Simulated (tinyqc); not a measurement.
Inside a calculation (part 2 of 2). Method: RHF in the sto-6g basis, for H3O+, spin multiplicity 1. Computed by tinyqc, a small Python program that keeps every step (integrals from PySCF). Command: `OMP_NUM_THREADS=1 python tinyqc.py 21509 21510 out.jsonl` (the two numbers bound the seeds that draw the settings). One thread of a shared host (Intel(R) Xeon(R) Processor @ 2.60GHz), about 0.2 s of CPU time with the checks.

Geometry (angstrom):
```
atom         x         y        z
O      0.00000   0.00000  0.20400
H      0.95500   0.00000  0.00000
H     -0.47700   0.82700  0.00000
H     -0.47700  -0.82700  0.00000
```

## Iteration 1: diagonalisation and new density

Fock matrix F (hartree), order 1O 1s, 1O 2s, 1O 2px, 1O 2py, 1O 2pz, 2H 1s, 3H 1s, 4H 1s:
$$\begin{pmatrix}
-26.13052 & -5.82250 & -0.00166 & 0.00000 & 0.01409 & -1.34842 & -1.34735 & -1.34735 \\
-5.82250 & -4.16436 & -0.01118 & 0.00000 & -0.05523 & -1.50003 & -1.49784 & -1.49784 \\
-0.00166 & -0.01118 & -2.97826 & 0.00000 & 0.00044 & -0.91956 & 0.45650 & 0.45650 \\
0.00000 & 0.00000 & 0.00000 & -2.32972 & 0.00000 & 0.00000 & -0.67493 & 0.67493 \\
0.01409 & -0.05523 & 0.00044 & 0.00000 & -2.88607 & 0.17064 & 0.17165 & 0.17165 \\
-1.34842 & -1.50003 & -0.91956 & 0.00000 & 0.17064 & -1.35406 & -0.50110 & -0.50110 \\
-1.34735 & -1.49784 & 0.45650 & -0.67493 & 0.17165 & -0.50110 & -1.35443 & -0.52235 \\
-1.34735 & -1.49784 & 0.45650 & 0.67493 & 0.17165 & -0.50110 & -0.52235 & -1.35443
\end{pmatrix}$$

X, order 1O 1s, 1O 2s, 1O 2px, 1O 2py, 1O 2pz, 2H 1s, 3H 1s, 4H 1s:
$$\begin{pmatrix}
1.02357 & -0.14538 & 0.00000 & 0.00000 & 0.00438 & 0.01846 & 0.01847 & 0.01847 \\
-0.14538 & 1.32103 & -0.00003 & 0.00000 & -0.05116 & -0.27026 & -0.27048 & -0.27048 \\
0.00000 & -0.00003 & 1.12104 & 0.00000 & 0.00001 & -0.27164 & 0.13580 & 0.13580 \\
0.00000 & 0.00000 & 0.00000 & 1.12122 & 0.00000 & 0.00000 & -0.23542 & 0.23542 \\
0.00438 & -0.05116 & 0.00001 & 0.00000 & 1.00872 & 0.04621 & 0.04625 & 0.04625 \\
0.01846 & -0.27026 & -0.27164 & 0.00000 & 0.04621 & 1.20080 & -0.06782 & -0.06782 \\
0.01847 & -0.27048 & 0.13580 & -0.23542 & 0.04625 & -0.06782 & 1.20099 & -0.06779 \\
0.01847 & -0.27048 & 0.13580 & 0.23542 & 0.04625 & -0.06782 & -0.06779 & 1.20099
\end{pmatrix}$$

D at the start, order 1O 1s, 1O 2s, 1O 2px, 1O 2py, 1O 2pz, 2H 1s, 3H 1s, 4H 1s:
$$\begin{pmatrix}
0.00958 & -0.09402 & 0.00005 & 0.00000 & -0.06936 & 0.07229 & 0.07235 & 0.07235 \\
-0.09402 & 1.07046 & -0.00047 & 0.00000 & 0.21717 & -0.92424 & -0.92534 & -0.92534 \\
0.00005 & -0.00047 & 2.73483 & 0.00000 & 0.00010 & -1.29822 & 0.64915 & 0.64915 \\
0.00000 & 0.00000 & 0.00000 & 0.30407 & 0.00000 & 0.00000 & -0.70813 & 0.70813 \\
-0.06936 & 0.21717 & 0.00010 & 0.00000 & 1.95578 & 0.15073 & 0.15097 & 0.15097 \\
0.07229 & -0.92424 & -1.29822 & 0.00000 & 0.15073 & 3.15233 & -0.28776 & -0.28776 \\
0.07235 & -0.92534 & 0.64915 & -0.70813 & 0.15097 & -0.28776 & 3.08199 & -0.21619 \\
0.07235 & -0.92534 & 0.64915 & 0.70813 & 0.15097 & -0.28776 & -0.21619 & 3.08199
\end{pmatrix}$$

overlap S, order 1O 1s, 1O 2s, 1O 2px, 1O 2py, 1O 2pz, 2H 1s, 3H 1s, 4H 1s:
$$\begin{pmatrix}
1.00000 & 0.23114 & 0.00000 & 0.00000 & 0.00000 & 0.05303 & 0.05306 & 0.05306 \\
0.23114 & 1.00000 & 0.00000 & 0.00000 & 0.00000 & 0.46421 & 0.46440 & 0.46440 \\
0.00000 & 0.00000 & 1.00000 & 0.00000 & 0.00000 & 0.37740 & -0.18861 & -0.18861 \\
0.00000 & 0.00000 & 0.00000 & 1.00000 & 0.00000 & 0.00000 & 0.32700 & -0.32700 \\
0.00000 & 0.00000 & 0.00000 & 0.00000 & 1.00000 & -0.08062 & -0.08066 & -0.08066 \\
0.05303 & 0.46421 & 0.37740 & 0.00000 & -0.08062 & 1.00000 & 0.20507 & 0.20507 \\
0.05306 & 0.46440 & -0.18861 & 0.32700 & -0.08066 & 0.20507 & 1.00000 & 0.20496 \\
0.05306 & 0.46440 & -0.18861 & -0.32700 & -0.08066 & 0.20507 & 0.20496 & 1.00000
\end{pmatrix}$$

Diagonalise F' = X^T F X, C = X C', fill 5 alpha and 5 beta electrons from the bottom; D = 2 C_occ C_occ^T; the new density keeps 0.5 of the old one (damping). Each column has its largest component positive (the first on a tie).

F' = X^T F X (hartree):
$$\begin{pmatrix}
-25.86291 & -2.43065 & 0.00011 & 0.00000 & 0.01693 & -0.29244 & -0.29128 & -0.29128 \\
-2.43065 & -3.19480 & -0.01194 & 0.00000 & -0.06307 & -0.35639 & -0.35014 & -0.35014 \\
0.00011 & -0.01194 & -3.00005 & 0.00000 & 0.00075 & -0.20427 & 0.10013 & 0.10013 \\
0.00000 & 0.00000 & 0.00000 & -2.30840 & 0.00000 & 0.00000 & -0.17146 & 0.17146 \\
0.01693 & -0.06307 & 0.00075 & 0.00000 & -2.88723 & 0.03005 & 0.03011 & 0.03011 \\
-0.29244 & -0.35639 & -0.20427 & 0.00000 & 0.03005 & -0.82654 & -0.07099 & -0.07099 \\
-0.29128 & -0.35014 & 0.10013 & -0.17146 & 0.03011 & -0.07099 & -0.85966 & -0.06833 \\
-0.29128 & -0.35014 & 0.10013 & 0.17146 & 0.03011 & -0.07099 & -0.06833 & -0.85966
\end{pmatrix}$$

orbital energies (hartree): MO1 -26.13340, MO2 -3.09620, MO3 -3.02547, MO4 -2.87748, MO5 -2.34621, MO6 -0.83101, MO7 -0.75351, MO8 -0.73596

coefficients C, order 1O 1s, 1O 2s, 1O 2px, 1O 2py, 1O 2pz, 2H 1s, 3H 1s, 4H 1s:
$$\begin{pmatrix}
1.00287 & -0.23190 & 0.03772 & 0.05927 & 0.00000 & -0.07270 & 0.00000 & 0.01170 \\
-0.01512 & 1.11282 & -0.18048 & -0.29841 & 0.00000 & 0.78232 & 0.00000 & -0.12636 \\
0.00004 & 0.17989 & 1.06258 & 0.02497 & 0.00000 & -0.07361 & 0.00000 & -0.44714 \\
0.00000 & 0.00000 & 0.00000 & 0.00000 & 1.05653 & 0.00000 & -0.50173 & 0.00000 \\
0.00024 & 0.20077 & -0.05737 & 0.98378 & 0.00000 & -0.12157 & 0.00000 & 0.01934 \\
0.00360 & -0.12151 & -0.14039 & 0.04534 & 0.00000 & -0.48686 & 0.00000 & 1.15190 \\
0.00353 & -0.08239 & 0.09153 & 0.05042 & -0.09437 & -0.74124 & 0.92273 & -0.41665 \\
0.00353 & -0.08239 & 0.09153 & 0.05042 & 0.09437 & -0.74124 & -0.92273 & -0.41665
\end{pmatrix}$$

D after iteration 1, order 1O 1s, 1O 2s, 1O 2px, 1O 2py, 1O 2pz, 2H 1s, 3H 1s, 4H 1s:
$$\begin{pmatrix}
1.06924 & -0.34472 & -0.00009 & 0.00000 & -0.02485 & 0.06532 & 0.06527 & 0.06527 \\
-0.34472 & 1.89546 & 0.00073 & 0.00000 & 0.04879 & -0.58559 & -0.58598 & -0.58598 \\
-0.00009 & 0.00073 & 2.52948 & 0.00000 & -0.00022 & -0.81902 & 0.40828 & 0.40828 \\
0.00000 & 0.00000 & 0.00000 & 1.26829 & 0.00000 & 0.00000 & -0.45377 & 0.45377 \\
-0.02485 & 0.04879 & -0.00022 & 0.00000 & 1.98931 & 0.10363 & 0.10330 & 0.10330 \\
0.06532 & -0.58559 & -0.81902 & 0.00000 & 0.10363 & 1.61271 & -0.14442 & -0.14442 \\
0.06527 & -0.58598 & 0.40828 & -0.45377 & 0.10330 & -0.14442 & 1.56762 & -0.09928 \\
0.06527 & -0.58598 & 0.40828 & 0.45377 & 0.10330 & -0.14442 & -0.09928 & 1.56762
\end{pmatrix}$$

## Iteration 2: building the Fock matrix

core Hamiltonian H = T + V (hartree), order 1O 1s, 1O 2s, 1O 2px, 1O 2py, 1O 2pz, 2H 1s, 3H 1s, 4H 1s:
$$\begin{pmatrix}
-33.55710 & -7.42314 & 0.00000 & 0.00000 & 0.00989 & -1.71374 & -1.71488 & -1.71488 \\
-7.42314 & -9.76424 & -0.00004 & 0.00000 & 0.11085 & -3.80620 & -3.80796 & -3.80796 \\
0.00000 & -0.00004 & -8.12719 & 0.00000 & -0.00001 & -2.59516 & 1.29699 & 1.29699 \\
0.00000 & 0.00000 & 0.00000 & -8.12743 & 0.00000 & 0.00000 & -2.24873 & 2.24873 \\
0.00989 & 0.11085 & -0.00001 & 0.00000 & -7.97079 & 0.58638 & 0.58674 & 0.58674 \\
-1.71374 & -3.80620 & -2.59516 & 0.00000 & 0.58638 & -5.29816 & -1.39757 & -1.39757 \\
-1.71488 & -3.80796 & 1.29699 & -2.24873 & 0.58674 & -1.39757 & -5.29916 & -1.39712 \\
-1.71488 & -3.80796 & 1.29699 & 2.24873 & 0.58674 & -1.39757 & -1.39712 & -5.29916
\end{pmatrix}$$

nuclear repulsion = 13.9678146 hartree

Given earlier and not repeated: Two-electron integrals (ij|kl) in chemists' order.

J_ij = sum D_kl (ij|kl), K_ij = sum D_kl (ik|jl); F = H + J - 0.5 K; E = tr D H + tr D J / 2 - 0.25 tr D K + E_nn.

Coulomb J (hartree), order 1O 1s, 1O 2s, 1O 2px, 1O 2py, 1O 2pz, 2H 1s, 3H 1s, 4H 1s:
$$\begin{pmatrix}
13.18535 & 2.54480 & -0.00149 & 0.00000 & 0.00548 & 0.59454 & 0.59481 & 0.59481 \\
2.54480 & 7.47555 & -0.01164 & 0.00000 & -0.00073 & 2.96017 & 2.95754 & 2.95754 \\
-0.00149 & -0.01164 & 7.53473 & 0.00000 & 0.00064 & 2.24716 & -1.12801 & -1.12801 \\
0.00000 & 0.00000 & 0.00000 & 7.43576 & 0.00000 & 0.00000 & 1.93102 & -1.93102 \\
0.00548 & -0.00073 & 0.00064 & 0.00000 & 7.45615 & -0.48101 & -0.48110 & -0.48110 \\
0.59454 & 2.96017 & 2.24716 & 0.00000 & -0.48101 & 4.87929 & 1.10593 & 1.10593 \\
0.59481 & 2.95754 & -1.12801 & 1.93102 & -0.48110 & 1.10593 & 4.86270 & 1.10849 \\
0.59481 & 2.95754 & -1.12801 & -1.93102 & -0.48110 & 1.10593 & 1.10849 & 4.86270
\end{pmatrix}$$

exchange K (hartree), order 1O 1s, 1O 2s, 1O 2px, 1O 2py, 1O 2pz, 2H 1s, 3H 1s, 4H 1s:
$$\begin{pmatrix}
5.01854 & 0.88439 & -0.00100 & 0.00000 & 0.00832 & 0.22336 & 0.22144 & 0.22144 \\
0.88439 & 1.88897 & -0.00988 & 0.00000 & 0.16089 & 0.74443 & 0.73438 & 0.73438 \\
-0.00100 & -0.00988 & 2.21766 & 0.00000 & 0.00077 & 0.63323 & -0.32213 & -0.32213 \\
0.00000 & 0.00000 & 0.00000 & 1.37112 & 0.00000 & 0.00000 & 0.40421 & -0.40421 \\
0.00832 & 0.16089 & 0.00077 & 0.00000 & 2.11639 & -0.08075 & -0.08123 & -0.08123 \\
0.22336 & 0.74443 & 0.63323 & 0.00000 & -0.08075 & 1.06556 & 0.24777 & 0.24777 \\
0.22144 & 0.73438 & -0.32213 & 0.40421 & -0.08123 & 0.24777 & 1.03315 & 0.27034 \\
0.22144 & 0.73438 & -0.32213 & -0.40421 & -0.08123 & 0.24777 & 0.27034 & 1.03315
\end{pmatrix}$$

Fock matrix F (hartree), order 1O 1s, 1O 2s, 1O 2px, 1O 2py, 1O 2pz, 2H 1s, 3H 1s, 4H 1s:
$$\begin{pmatrix}
-22.88102 & -5.32054 & -0.00099 & 0.00000 & 0.01121 & -1.23088 & -1.23079 & -1.23079 \\
-5.32054 & -3.23318 & -0.00675 & 0.00000 & 0.02968 & -1.21824 & -1.21761 & -1.21761 \\
-0.00099 & -0.00675 & -1.70129 & 0.00000 & 0.00025 & -0.66462 & 0.33004 & 0.33004 \\
0.00000 & 0.00000 & 0.00000 & -1.37723 & 0.00000 & 0.00000 & -0.51982 & 0.51982 \\
0.01121 & 0.02968 & 0.00025 & 0.00000 & -1.57283 & 0.14574 & 0.14625 & 0.14625 \\
-1.23088 & -1.21824 & -0.66462 & 0.00000 & 0.14574 & -0.95165 & -0.41553 & -0.41553 \\
-1.23079 & -1.21761 & 0.33004 & -0.51982 & 0.14625 & -0.41553 & -0.95304 & -0.42381 \\
-1.23079 & -1.21761 & 0.33004 & 0.51982 & 0.14625 & -0.41553 & -0.42381 & -0.95304
\end{pmatrix}$$

total energy of this density = -51.2171378 hartree

This density is a damped mixture and is not idempotent.

## Iteration 2: diagonalisation and new density

As before.

F' = X^T F X (hartree):
$$\begin{pmatrix}
-22.57892 & -2.45561 & 0.00002 & 0.00000 & 0.01238 & -0.24361 & -0.24318 & -0.24318 \\
-2.45561 & -2.15068 & -0.00751 & 0.00000 & -0.01608 & -0.38780 & -0.38614 & -0.38614 \\
0.00002 & -0.00751 & -1.59200 & 0.00000 & 0.00044 & -0.31322 & 0.15563 & 0.15563 \\
0.00000 & 0.00000 & 0.00000 & -1.24119 & 0.00000 & 0.00000 & -0.27549 & 0.27549 \\
0.01238 & -0.01608 & 0.00044 & 0.00000 & -1.56467 & 0.05629 & 0.05642 & 0.05642 \\
-0.24361 & -0.38780 & -0.31322 & 0.00000 & 0.05629 & -0.44570 & -0.07929 & -0.07929 \\
-0.24318 & -0.38614 & 0.15563 & -0.27549 & 0.05642 & -0.07929 & -0.46094 & -0.07740 \\
-0.24318 & -0.38614 & 0.15563 & 0.27549 & 0.05642 & -0.07929 & -0.07740 & -0.46094
\end{pmatrix}$$

orbital energies (hartree): MO1 -22.88108, MO2 -2.11155, MO3 -1.70199, MO4 -1.57155, MO5 -1.39174, MO6 -0.34376, MO7 -0.26040, MO8 -0.23298

coefficients C, order 1O 1s, 1O 2s, 1O 2px, 1O 2py, 1O 2pz, 2H 1s, 3H 1s, 4H 1s:
$$\begin{pmatrix}
0.99964 & -0.24195 & 0.00363 & -0.01292 & 0.00000 & -0.10882 & 0.00686 & 0.00000 \\
0.00153 & 1.05268 & -0.01479 & 0.06314 & 0.00000 & 0.93393 & -0.06050 & 0.00000 \\
0.00004 & 0.01721 & 0.98528 & -0.00131 & 0.00000 & -0.04452 & -0.62799 & 0.00000 \\
0.00000 & 0.00000 & 0.00000 & 0.00000 & 0.92584 & 0.00000 & 0.00000 & -0.71471 \\
-0.00051 & -0.05548 & 0.00153 & 0.99679 & 0.00000 & -0.17259 & 0.01099 & 0.00000 \\
0.00007 & -0.01996 & 0.02382 & -0.00730 & 0.00000 & -0.60040 & 1.11307 & 0.00000 \\
0.00005 & -0.01799 & -0.01409 & -0.00790 & 0.10379 & -0.70767 & -0.48924 & 0.92171 \\
0.00005 & -0.01799 & -0.01409 & -0.00790 & -0.10379 & -0.70767 & -0.48924 & -0.92171
\end{pmatrix}$$

D after iteration 2, order 1O 1s, 1O 2s, 1O 2px, 1O 2py, 1O 2pz, 2H 1s, 3H 1s, 4H 1s:
$$\begin{pmatrix}
1.59261 & -0.42639 & -0.00058 & 0.00000 & -0.01239 & 0.03774 & 0.03708 & 0.03708 \\
-0.42639 & 2.06007 & 0.00383 & 0.00000 & 0.02890 & -0.31462 & -0.31222 & -0.31222 \\
-0.00058 & 0.00383 & 2.23580 & 0.00000 & -0.00086 & -0.38637 & 0.18995 & 0.18995 \\
0.00000 & 0.00000 & 0.00000 & 1.49132 & 0.00000 & 0.00000 & -0.13079 & 0.13079 \\
-0.01239 & 0.02890 & -0.00086 & 0.00000 & 1.99132 & 0.04568 & 0.04475 & 0.04475 \\
0.03774 & -0.31462 & -0.38637 & 0.00000 & 0.04568 & 0.80737 & -0.07213 & -0.07213 \\
0.03708 & -0.31222 & 0.18995 & -0.13079 & 0.04475 & -0.07213 & 0.79517 & -0.05983 \\
0.03708 & -0.31222 & 0.18995 & 0.13079 & 0.04475 & -0.07213 & -0.05983 & 0.79517
\end{pmatrix}$$

## Iteration 35 (converged): orbitals

converged F (hartree), order 1O 1s, 1O 2s, 1O 2px, 1O 2py, 1O 2pz, 2H 1s, 3H 1s, 4H 1s:
$$\begin{pmatrix}
-21.10614 & -5.10229 & 0.00000 & 0.00000 & 0.01423 & -1.17730 & -1.17808 & -1.17808 \\
-5.10229 & -2.87998 & 0.00001 & 0.00000 & 0.07776 & -1.19659 & -1.19713 & -1.19713 \\
0.00000 & 0.00001 & -0.92061 & 0.00000 & -0.00001 & -0.64297 & 0.32130 & 0.32130 \\
0.00000 & 0.00000 & 0.00000 & -0.92086 & 0.00000 & 0.00000 & -0.55705 & 0.55705 \\
0.01423 & 0.07776 & -0.00001 & 0.00000 & -0.90895 & 0.16797 & 0.16805 & 0.16805 \\
-1.17730 & -1.19659 & -0.64297 & 0.00000 & 0.16797 & -0.88395 & -0.40767 & -0.40767 \\
-1.17808 & -1.19713 & 0.32130 & -0.55705 & 0.16805 & -0.40767 & -0.88431 & -0.40759 \\
-1.17808 & -1.19713 & 0.32130 & 0.55705 & 0.16805 & -0.40767 & -0.40759 & -0.88431
\end{pmatrix}$$

Diagonalise F' = X^T F X, C = X C', fill 5 alpha and 5 beta electrons from the bottom; D = 2 C_occ C_occ^T. Each column has its largest component positive (the first on a tie).

F' = X^T F X (hartree):
$$\begin{pmatrix}
-20.77111 & -2.52945 & -0.00001 & 0.00000 & 0.01891 & -0.20061 & -0.20084 & -0.20084 \\
-2.52945 & -1.59610 & -0.00002 & 0.00000 & -0.02674 & -0.50440 & -0.50472 & -0.50472 \\
-0.00001 & -0.00002 & -0.62242 & 0.00000 & 0.00000 & -0.54101 & 0.27041 & 0.27041 \\
0.00000 & 0.00000 & 0.00000 & -0.62233 & 0.00000 & 0.00000 & -0.46873 & 0.46873 \\
0.01891 & -0.02674 & 0.00000 & 0.00000 & -0.88675 & 0.10528 & 0.10536 & 0.10536 \\
-0.20061 & -0.50440 & -0.54101 & 0.00000 & 0.10528 & -0.28983 & -0.08577 & -0.08577 \\
-0.20084 & -0.50472 & 0.27041 & -0.46873 & 0.10536 & -0.08577 & -0.28973 & -0.08580 \\
-0.20084 & -0.50472 & 0.27041 & 0.46873 & 0.10536 & -0.08577 & -0.08580 & -0.28973
\end{pmatrix}$$

orbital energies (hartree): MO1 -21.10933, MO2 -1.78310, MO3 -1.10825, MO4 -1.10799, MO5 -0.91071, MO6 0.08784, MO7 0.28154, MO8 0.28198

coefficients C, order 1O 1s, 1O 2s, 1O 2px, 1O 2py, 1O 2pz, 2H 1s, 3H 1s, 4H 1s:
$$\begin{pmatrix}
0.99658 & -0.22856 & 0.00000 & 0.00000 & -0.03990 & -0.15126 & -0.00008 & 0.00000 \\
0.01660 & 0.87553 & 0.00000 & 0.00001 & 0.21029 & 1.08498 & 0.00073 & 0.00000 \\
0.00000 & 0.00000 & 0.00000 & 0.70754 & -0.00004 & 0.00052 & -0.93102 & 0.00000 \\
0.00000 & 0.00000 & 0.70745 & 0.00000 & 0.00000 & 0.00000 & 0.00000 & 0.93140 \\
-0.00148 & -0.08207 & 0.00000 & 0.00005 & 0.97379 & -0.26751 & -0.00018 & 0.00000 \\
-0.00311 & 0.09503 & 0.00000 & 0.39331 & -0.06165 & -0.66436 & 0.99575 & 0.00000 \\
-0.00311 & 0.09509 & 0.34053 & -0.19658 & -0.06166 & -0.66399 & -0.49837 & -0.86277 \\
-0.00311 & 0.09509 & -0.34053 & -0.19658 & -0.06166 & -0.66399 & -0.49837 & 0.86277
\end{pmatrix}$$

D after iteration 35, order 1O 1s, 1O 2s, 1O 2px, 1O 2py, 1O 2pz, 2H 1s, 3H 1s, 4H 1s:
$$\begin{pmatrix}
2.09399 & -0.38391 & 0.00001 & 0.00000 & -0.04314 & -0.04471 & -0.04475 & -0.04475 \\
-0.38391 & 1.62209 & -0.00001 & 0.00000 & 0.26580 & 0.14037 & 0.14046 & 0.14046 \\
0.00001 & -0.00001 & 1.00122 & 0.00000 & 0.00000 & 0.55657 & -0.27817 & -0.27817 \\
0.00000 & 0.00000 & 0.00000 & 1.00098 & 0.00000 & 0.00000 & 0.48183 & -0.48183 \\
-0.04314 & 0.26580 & 0.00000 & 0.00000 & 1.91001 & -0.13563 & -0.13571 & -0.13571 \\
-0.04471 & 0.14037 & 0.55657 & 0.00000 & -0.13563 & 0.33508 & -0.12894 & -0.12894 \\
-0.04475 & 0.14046 & -0.27817 & 0.48183 & -0.13571 & -0.12894 & 0.33492 & -0.12893 \\
-0.04475 & 0.14046 & -0.27817 & -0.48183 & -0.13571 & -0.12894 & -0.12893 & 0.33492
\end{pmatrix}$$

## Convergence

Stop when the energy changes by less than 1e-08 hartree and every element of the error matrix X^T (F D S - S D F) X is below 3e-05.

Course of the cycle:
```
iteration  E (hartree)     change  largest element of the error matrix
1          -24.0111690          -                             2.31e-01
2          -51.2171378  -2.72e+01                             1.98e-01
3          -63.6242446  -1.24e+01                             3.29e-01
4          -69.6070899  -5.98e+00                             4.63e-01
5          -71.9114851  -2.30e+00                             2.29e-01
6          -73.5379443  -1.63e+00                             4.99e-01
7          -74.4770529  -9.39e-01                             6.01e-01
8          -75.2692193  -7.92e-01                             3.68e-01
9          -75.6650261  -3.96e-01                             1.72e-01
10         -75.8553230  -1.90e-01                             8.80e-02
11         -75.9491925  -9.39e-02                             4.26e-02
12         -75.9957598  -4.66e-02                             2.14e-02
13         -76.0189712  -2.32e-02                             1.07e-02
14         -76.0305581  -1.16e-02                             5.34e-03
...                ...        ...                                  ...
22         -76.0420877  -4.52e-05                             2.09e-05
23         -76.0421103  -2.26e-05                             1.04e-05
24         -76.0421216  -1.13e-05                             5.22e-06
25         -76.0421272  -5.65e-06                             2.61e-06
26         -76.0421300  -2.82e-06                             1.31e-06
27         -76.0421314  -1.41e-06                             6.53e-07
28         -76.0421321  -7.06e-07                             3.26e-07
29         -76.0421325  -3.53e-07                             1.63e-07
30         -76.0421327  -1.77e-07                             8.16e-08
31         -76.0421328  -8.83e-08                             4.08e-08
32         -76.0421328  -4.41e-08                             2.04e-08
33         -76.0421328  -2.21e-08                             1.02e-08
34         -76.0421328  -1.10e-08                             5.10e-09
35         -76.0421329  -5.52e-09                             2.55e-09
```

PySCF RHF in the same basis = -76.0421329 hartree

Converged in 35 iterations.

## Populations, bond orders and dipole

Mulliken: Z minus the diagonal of D S on the atom; Loewdin: the same with S^(1/2) D S^(1/2); Mayer order: 2 sum_s sum (D(s) S)_ij (D(s) S)_ji over the two atoms.

Charges (e):
```
atom  Mulliken   Loewdin
1O    -0.30226  -0.01511
2H     0.43403   0.33837
3H     0.43412   0.33837
4H     0.43412   0.33837
```

Mayer bond orders:
```
pair    order
2-1   0.78382
3-1   0.78372
3-2   0.01390
4-1   0.78372
4-2   0.01390
4-3   0.01393
```

dipole moment about the origin, x y z (debye): [0.00191, 0.00000, -0.64051]
